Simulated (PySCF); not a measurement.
C5H10O: full NMR table

```yaml
Formula: C5H10O
SMILES: CC(=O)C(C)C
Point_group_of_the_computed_structure: C1
Degrees_of_unsaturation: 1
Carbon_signals: 4
Proton_signals: 3
```

Bonds (- single, = double, # triple, : aromatic): C1-C2, C2=O3, C2-C4, C4-C5, C4-C6. C1 carries H7, H8, H9; C4 carries H10; C5 carries H11, H12, H13; C6 carries H14, H15, H16.

Calculated, not measured (PySCF 2.14.0 with density-fitted response routines): NMR shieldings at PBE0/pcSseg-1/GIAO, structure optimised with GFN2-xTB. Equivalent nuclei averaged, relativity neglected, no solvent, one conformer.

Referencing at the same level of theory: TMS for 1H (σ = 31.72 ppm), 13C (σ = 186.93 ppm); 17O (σ = 336.08 ppm) vs H2O.

```tsv
carbon	δC, type	δH (multiplicity)	HMBC from (2–3 bonds)	span of the C tensor (ppm)
C1	31.5, CH3	2.17 (s)	H10	58
C2	217.2, C	–	H10, H7/H8/H9, H11/H12/H13/H14/H15/H16	216
C4	43.9, CH	2.48 (sept)	H7/H8/H9, H11/H12/H13/H14/H15/H16	37
C5/C6	20.8, CH3	1.08 (d)	H10, H11/H12/H13/H14/H15/H16	33
```

Other nuclei:
| atoms | nucleus | environment | δ (ppm) | σ (ppm) |
| --- | --- | --- | --- | --- |
| O3 | 17O | ketone oxygen | 652.6 | -316.5 |

Carbon types of the structure: 1 × C, 1 × CH, 3 × CH3, which accounts for all hydrogens. δC 217.2: ketone carbonyl carbon; the double bond to the heteroatom, with no lone-pair donor beside it, deshields it most. δC 43.9: sp3 CH α to a carbonyl; the adjacent C=O deshields it moderately. δC 31.5: methyl carbon α to a carbonyl; the adjacent C=O deshields it moderately. δC 20.8: methyl carbon; a saturated carbon with 1 carbon neighbour and no heteroatom attached. δH 2.17: hydrogen on a methyl carbon α to a carbonyl; α to C=O.

Shifts are as computed. Against solution values, carbons near 30 ppm lie about +3 ppm off and those near 130 ppm about +5 ppm. Of 1211 compounds with measured shifts, 218 miss one by over three times the rms of a fit or turn the order of signals round; such compounds aren't used in these exercises. Unscaled 17O shifts of doubly bonded oxygen tend to come out too high, by tens of ppm or more. Experimental scales use liquid or dissolved standards, which lie at an offset from isolated H2O (liquid H2O: subtract about 36 ppm). No couplings were computed; multiplicities are counted from neighbouring protons, with m where these are inequivalent, close in shift, in a saturated or five-membered ring or joined by F or P, and br s for small geminal =CH2 splittings.
